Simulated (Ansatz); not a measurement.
# Structure optimisation: palladium, fcc

Theory: DFT, r2SCAN, plane waves (500 eV) with PAW, scalar-relativistic in Ansatz 0.2.0. The PAW files were generated under PBE, with cores re-solved for the functional.

k-point mesh 14×14×14, Fermi-Dirac smearing 0.05 eV, starting moments 0.50 μB. Cell and atoms relax.

Starting structure:

```yaml
crystal:
  lattice:
    - [0.0, 1.9449, 1.9449]
    - [1.9449, 0.0, 1.9449]
    - [1.9449, 1.9449, 0.0]
  atoms:
    - { symbol: Pd, position: [0.0, 0.0, 0.0], spin: 0.5 }
hamiltonian:
  xc: r2scan
  pseudopotentials:
    kind: paw
    azcp:
      Pd: "pseudopotentials/Pd.paw.azcp"
basis:
  ecutwfc: 500
  fft_grid_basis: typed
kpoints:
  mp_grid: { grid: [14, 14, 14], shift: [0, 0, 0] }
magnetization:
  spin_polarized: true
scf:
  occupations: { method: fermi_dirac, width: 0.05 }
relax:
  max_steps: 60
  f_tol: 0.01
  cell: {}
```

Problem. What cell does the relaxation end in?

Solution. Fm-3m (spin ignored) with a = 3.914 Å; 14.98 Å³ per atom against 14.71 at the start (1.8 %).

Problem. How much energy does the relaxation gain?

Solution. 3.0 meV per atom.

Path of the relaxation (the plane waves are chosen anew near the end, which can shift the energy a little):

```tsv
step	E − E(final) (meV/atom)	V (Å³/atom)	P (GPa)	max force (eV/Å)
0	2.97	14.714	3.54	0.000
1	2.25	15.178	-2.28	0.000
2	0.53	14.993	-0.10	0.000
3	0.52	14.985	0.00	0.000
4	0.00	14.985	0.02	0.000
```

Problem. Which magnetic state does it end in?

Solution. ferromagnetic, net 0.47 μB per atom; moments 0.49 μB.

Real palladium is paramagnetic; a moment here is an artefact of the functional.
